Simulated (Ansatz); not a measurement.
**HO+ (singlet): the correlation ladder at distance O1–H2 = 0.916 Å, aug-cc-pVDZ**

How much of the correlation energy of HO+ (singlet) does each wave-function method recover here?

Method: aug-cc-pVDZ, core rule «outside noble gas», up to 1 orbitals frozen; program: Ansatz 0.2.0, Gaussian basis.

Plan: UHF; CCSD(T) on RHF; CCSD(T) on UHF; BCCD(T) on RHF; CISD; CCSDT(Q) on RHF; CCSDT(Q) on UHF; CASSCF and MRCISD+Q, 2 electrons in 2 orbitals; CASSCF and NEVPT2, 2 electrons in 2 orbitals; CASSCF and MRCISD+Q, 6 electrons in 5 orbitals; CASSCF and NEVPT2, 6 electrons in 5 orbitals; Full CI; Full CI in the symmetry of the determinant.

30 further runs of the same task are left out: 2 for a known fault of the program, 18 that didn't finish, 10 set aside as unsound or not needed.

### 1 What is computed

The geometry derives from a PBE0/def2-TZVP stationary point (not a proven minimum). One bond is set to the value named and the two fragments are kept rigid.

2 atoms, charge 1, spin multiplicity 1.

Atoms are counted from 1 here; the program's logs count them from 0.

Bond lengths: O1–H2 0.916 Å.

As a file:

```xyz
2
HO
O     0.00000    0.00000    0.00000
H     0.00000    0.00000    0.91600
```

### 2 UHF

Contents of in.yaml:

```yaml
crystal:
  periodic: [false, false, false]
  atoms:
    - {symbol: O, position_ang: [0.000000, 0.000000, 0.000000]}
    - {symbol: H, position_ang: [0.000000, 0.000000, 0.916000]}
basis:
  gaussian: {orbitals: aug-cc-pVDZ}
total_charge: 1
magnetization: {spin_polarized: true, initial_magnetization: 0}
hamiltonian: {xc: hf}
output: {orbitals: {seedname: orbitals}}
```

Started as:

```console
> ansatz run in.yaml --threads 1 --pin off --events-out ev --progress --plain --max-ram 2393MiB
```

Further steps of the session: CCSD(T) on RHF; CCSD(T) on UHF; BCCD(T) on RHF; CISD; CCSDT(Q) on RHF; CCSDT(Q) on UHF; CASSCF and MRCISD+Q, 2 electrons in 2 orbitals; CASSCF and NEVPT2, 2 electrons in 2 orbitals; CASSCF and MRCISD+Q, 6 electrons in 5 orbitals; CASSCF and NEVPT2, 6 electrons in 5 orbitals; Full CI; Full CI in the symmetry of the determinant.

**Question.** What will the summary of the whole plan be? Wanted: FCI below the RHF energy; RMP2 from FCI; RCCSD from FCI; RCCSD(T) from FCI; RCCSDT(Q) from FCI; NEVPT2 pair from FCI; MRCISD+Q pair from FCI; NEVPT2 valence from FCI; T1 diagnostic.

**Answer**, as computed:

```
                         quantity                                               value
         FCI below the RHF energy                                          -4.9023 eV
                    RMP2 from FCI                                       +140.6 kJ/mol
                   RCCSD from FCI                                        +46.9 kJ/mol
                RCCSD(T) from FCI                                        +22.3 kJ/mol
               RCCSDT(Q) from FCI                                         -0.4 kJ/mol
             NEVPT2 pair from FCI                                        +45.4 kJ/mol
           MRCISD+Q pair from FCI                                         -0.9 kJ/mol
          NEVPT2 valence from FCI                                        +53.2 kJ/mol
levels within 1 kcal/mol (43 meV)  RCCSDT, RCCSDT(Q), MRCISD+Q pair, MRCISD+Q valence
                    T1 diagnostic                                               0.006
   effectively unpaired electrons                                                2.01
```

**Reading.** RCCSD(T) misses by +22.3 kJ/mol, 4.7 % of the correlation energy. RCCSDT(Q), MRCISD+Q pair, MRCISD+Q valence fall below full CI, which methods that aren't variational can do. With 2.0 effectively unpaired electrons against 0 the state is strongly multireference. Of the multireference levels listed MRCISD+Q valence comes nearest in total energy (-0.5 kJ/mol), which doesn't show that its space is the better one. These misses are within one basis, not against nature.
